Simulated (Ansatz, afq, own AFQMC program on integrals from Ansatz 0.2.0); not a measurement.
## NH₃⁻, doublet: AFQMC among the cluster methods

```csv
atom,x (Å),y (Å),z (Å)
N,0.0078,0.0026,-0.0688
H,0.8395,-0.0021,0.3150
H,-0.4826,0.7974,0.3494
H,-0.4646,-0.8308,0.2910
```

Basis 6-31++G**. Only valence electrons are correlated. Ansatz 0.2.0 and our own AFQMC program on the same integrals; the CISD trial comes from CCSD amplitudes, and released means the phaseless constraint is let go. ± is one standard error of the sampling.

Determinant: UHF, the one that the program's search chose, which needn't be the lowest solution. The geometry is a point of a scan.

No full CI on the walks' own integrals is used here; CCSDT(Q) serves as the reference and is uncertain by about the last step of the cluster series.

The T1 diagnostic is 0.0131, the weight of the determinant in the CISD state is 0.930 and the ⟨S²⟩ of the determinant is 0.751. The size of the correlated space is 9 electrons in 36 orbitals.

```
  level  correlation energy (eV)
    MP2                  -5.3454
   CCSD                  -5.7436
CCSD(T)                  -5.8692
```

(1) Estimate where AFQMC with the constraint released lies against CCSD(T) on the same integrals.

(1) 0.50 ± 0.52 mEh below CCSD(T). The gap is under twice the noise, so this walk alone can't tell the two apart.

Reference: CCSDT(Q), correlation energy -5.888 eV. The released energy is read at 2.40 1/Eh (meV from the phaseless value at times in 1/Eh: -8 ± 12 at 0.24, -5 ± 8 at 0.51, -20 ± 9 at 0.99, -14 ± 12 at 1.62, 5 ± 14 at 2.40).

| level | E − E(reference) (mEh) | share of correlation (%) |
| --- | --- | --- |
| CCSD(T) | 0.71 | 99.67 |
| CCSDT | 0.40 | 99.82 |
| ph-AFQMC/HF | -0.20 ± 2.56 | 100.09 |
| ph-AFQMC/CISD | 0.02 ± 0.35 | 99.99 |
| released AFQMC | 0.21 ± 0.52 | 99.90 |

A walk keeps the symmetry of its determinant, which the program's search chose and which needn't be the lowest solution, so a lower state of the same spin and another symmetry isn't excluded. Released energies are given only where the last usable release times agree within the noise; a slower fall can still hide under it.
